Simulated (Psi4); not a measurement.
**NaLi (lithium sodium) at wB97X/cc-pVTZ**

What is the energy change on altering one bond length of NaLi (lithium sodium) at wB97X/cc-pVTZ? 

Program for the calculation: Psi4 1.11.

4 further runs of the same task are left out: 2 that didn't finish, 2 set aside as unsound or not needed.

## 1. The system as given

NaLi has 2 atoms, charge 0, and is taken as a singlet. SMILES: `[Li][Na]`. Geometry: the measured bond length.

Bond lengths: Li1–Na2 2.810 Å.

## 2. Energy and gradient at wB97X/cc-pVTZ

calc.inp reads:

```
memory 1600 mb

molecule {
  0 1
  Li
  Na 1 r2

  r2 = 2.81
  symmetry c1
  no_reorient
  no_com
}

set {
  basis cc-pVTZ
  puream true
  e_convergence 1e-09
  d_convergence 1e-08
  scf_type pk
  dft_radial_points 99
  dft_spherical_points 590
}

e_tot, wfn = gradient('wb97x', return_wfn=True)
oeprop(wfn, 'MAYER_INDICES', 'LOWDIN_CHARGES', 'DIPOLE', title='WB97X')
print_variables()
```

Run with:

```sh
$ psi4 -n 1 calc.inp calc.out
```

calc.out:

```text
[...]
  Running in c1 symmetry.
[...]
  Nuclear repulsion =    6.214536637761565
[...]
  Multiplicity = 1
[...]
  Nalpha       = 7
  Nbeta        = 7
[...]
    Number of basis functions: 64
[...]
   @RKS iter   1:  -169.77485626319111   -2.17264e-01   6.89237e-04 ADIIS/DIIS
[...]
   @RKS iter   9:  -169.77788794448210   -2.44427e-12   2.53612e-09 DIIS
[...]
    Orbital Energies [Eh]
    ---------------------
    Doubly Occupied:
       1A    -38.508476     2A     -2.323673     3A     -2.108291
       4A     -1.249440     5A     -1.249440     6A     -1.249390
       7A     -0.190106
[...]
  @RKS Final Energy:  -169.77788794448210
   => Energetics <=
    Nuclear Repulsion Energy =              6.2145366377615652
    One-Electron Energy =                -250.1483650177085565
    Two-Electron Energy =                  86.0935800118178918
    DFT Exchange-Correlation Energy =     -11.9376395763530194
    Empirical Dispersion Energy =           0.0000000000000000
    VV10 Nonlocal Energy =                  0.0000000000000000
    Total Energy =                       -169.7778879444821030
[...]
  -Total Gradient:
     Atom            X                  Y                   Z
    ------   -----------------  -----------------  -----------------
       1        0.000000000000     0.000000000000     0.003070714024
       2       -0.000000000000     0.000000000000    -0.003096985478
[...]
 Multipole Moments:
 ------------------------------------------------------------------------------------
     Multipole            Electronic (a.u.)      Nuclear  (a.u.)        Total (a.u.)
 ------------------------------------------------------------------------------------
 L = 1.  Multiply by 2.5417464519 to convert [e a0] to [Debye]
 Dipole X            :         -0.0000000            0.0000000           -0.0000000
 Dipole Y            :         -0.0000000            0.0000000           -0.0000000
 Dipole Z            :         -1.3612944            1.4523474            0.0910531
 Magnitude           :                                                    0.0910531
[...]
```

It took 76 s on 1 thread of AMD EPYC (Zen 3), shared host; peak memory 0.98 GiB.

## 3. The distorted shape, same level

job.py reads:

```python
import psi4

psi4.set_memory('1600 MB')
psi4.set_num_threads(1)
psi4.set_output_file('lina.out', False)

mol = psi4.geometry("""
0 1
Li
Na 1 6.182
symmetry c1
""")

psi4.set_options({
    'basis': 'cc-pVTZ',
    'puream': True,
    'e_convergence': 1e-09,
    'd_convergence': 1e-08,
    'scf_type': 'pk',
    'dft_radial_points': 99,
    'dft_spherical_points': 590,
})

energy_value, wavefunction = psi4.gradient('wb97x', molecule=mol, return_wfn=True)
psi4.oeprop(wavefunction, 'DIPOLE', 'LOWDIN_CHARGES', 'WIBERG_LOWDIN_INDICES')
print('gradient / Eh bohr^-1')
print(energy_value.np.round(6))
print(f'energy = {wavefunction.energy():.10f} Eh')
for k, v in sorted(psi4.core.scalar_variables().items()):
    print(f'{k:45s} {v:18.10f}')
```

Run with:

```sh
$ python job.py
```

lina.out:

```text
[...]
  Running in c1 symmetry.
[...]
  Nuclear repulsion =    2.824789380800711
[...]
  Multiplicity = 1
[...]
  Nalpha       = 7
  Nbeta        = 7
[...]
    Number of basis functions: 64
[...]
   @RKS iter   1:  -169.71725886362788   -1.79448e-01   3.55839e-04 DIIS/ADIIS
[...]
   @RKS iter   9:  -169.71999717419527   -8.83915e-12   3.08092e-09 DIIS
[...]
    Orbital Energies [Eh]
    ---------------------
    Doubly Occupied:
       1A    -38.563056     2A     -2.376762     3A     -2.158234
       4A     -1.302389     5A     -1.302389     6A     -1.301954
       7A     -0.147512
[...]
  @RKS Final Energy:  -169.71999717419527
   => Energetics <=
    Nuclear Repulsion Energy =              2.8247893808007114
    One-Electron Energy =                -242.7182797196936690
    Two-Electron Energy =                  82.0769107899515546
    DFT Exchange-Correlation Energy =     -11.9034176252538799
    Empirical Dispersion Energy =           0.0000000000000000
    VV10 Nonlocal Energy =                  0.0000000000000000
    Total Energy =                       -169.7199971741952709
[...]
  -Total Gradient:
     Atom            X                  Y                   Z
    ------   -----------------  -----------------  -----------------
       1       -0.000000000000     0.000000000000    -0.007751740855
       2       -0.000000000000    -0.000000000000     0.007752489146
[...]
 Multipole Moments:
 ------------------------------------------------------------------------------------
     Multipole            Electronic (a.u.)      Nuclear  (a.u.)        Total (a.u.)
 ------------------------------------------------------------------------------------
 L = 1.  Multiply by 2.5417464519 to convert [e a0] to [Debye]
 Dipole X            :          0.0000000            0.0000000            0.0000000
 Dipole Y            :          0.0000000            0.0000000            0.0000000
 Dipole Z            :         -2.6913866            3.1951643            0.5037777
 Magnitude           :                                                    0.5037777
[...]
```

The script printed:

```text
gradient / Eh bohr^-1
[[-0.        0.       -0.007752]
 [-0.       -0.        0.007752]]
energy = -169.7199971742 Eh
CURRENT ENERGY                                   -169.7199971742
CURRENT REFERENCE ENERGY                         -169.7199971742
DD SOLVATION ENERGY                                 0.0000000000
DFT FUNCTIONAL TOTAL ENERGY                      -169.7199971742
DFT TOTAL ENERGY                                 -169.7199971742
DFT VV10 ENERGY                                     0.0000000000
DFT XC ENERGY                                     -11.9034176253
GRID ELECTRONS ALPHA                                6.9999999997
GRID ELECTRONS BETA                                 6.9999999997
GRID ELECTRONS TOTAL                               13.9999999994
NUCLEAR REPULSION ENERGY                            2.8247893808
ONE-ELECTRON ENERGY                              -242.7182797197
PCM POLARIZATION ENERGY                             0.0000000000
PE ENERGY                                           0.0000000000
SCF ITERATION ENERGY                             -169.7199971742
SCF ITERATIONS                                      9.0000000000
SCF TOTAL ENERGY                                 -169.7199971742
TWO-ELECTRON ENERGY                                82.0769107900
XC GRID RADIAL POINTS                              99.0000000000
XC GRID SPHERICAL POINTS                          590.0000000000
XC GRID TOTAL POINTS                           113455.0000000000
```

Wall time 77 s (1 thread of AMD EPYC (Zen 3), shared host); peak memory 0.98 GiB.

## 4. Results

At wB97X/cc-pVTZ:

| quantity | value |
| --- | --- |
| first shape: total energy | -169.77789 Eh |
| first shape: dipole moment | 0.23 D |
| first shape: HOMO energy | -5.17 eV |
| first shape: LUMO energy | -0.06 eV |
| first shape: HOMO–LUMO gap | 5.11 eV |
| first shape: largest force on an atom | 0.159 eV/Å |
| distorted shape: total energy | -169.72000 Eh |
| distorted shape: dipole moment | 1.28 D |
| distorted shape: HOMO energy | -4.01 eV |
| distorted shape: LUMO energy | -1.30 eV |
| distorted shape: HOMO–LUMO gap | 2.71 eV |
| distorted shape: largest force on an atom | 0.399 eV/Å |
| energy change with the Li1–Na2 bond stretched from 2.810 to 6.182 Å | 1.575 eV |

One bond (distorted shape) is far stretched, which a spin-restricted single reference describes badly; a broken-symmetry solution may lie lower. With the Li1–Na2 bond stretched from 2.810 to 6.182 Å the energy rises by 1.58 eV (152 kJ/mol). The first shape isn't relaxed at this level, so the change isn't measured from a minimum. A restricted reference can't describe the breaking bond well at this length.
